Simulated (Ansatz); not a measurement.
Vanadium, bcc: convergence with the k-point mesh

Computed with Ansatz, LDA, scalar-relativistic PAW, on the relaxed cell (a = 2.927 Å; spin not included). Errors count from a run at 420 eV on a Γ-centred 25×25×25 mesh with Fermi-Dirac smearing of 0.1 eV, extrapolated to zero width. Fixed here: cutoff 420 eV, Fermi-Dirac width 0.1 eV. The SCF starts from atomic densities corrected by a trained network.

```
  k-mesh  E(σ→0) error (meV/atom)  P (GPa)  SCF iterations
   2×2×2                   -564.1   -28.12               6
   4×4×4                   -103.6     0.57               6
   5×5×5                     60.8     1.99               6
   7×7×7                      5.4     1.02               6
   9×9×9                     -5.0    -0.77               6
12×12×12                      2.7    -0.26               6
16×16×16                      2.7     0.07               6
```

Question: What does the run at 22×22×22 give (k-mesh)?

Answer: E(σ→0) error (meV/atom): 0.5; P (GPa): 0.02; SCF iterations: 6.

Within 5 meV/atom of the last row: from 12×12×12 on.
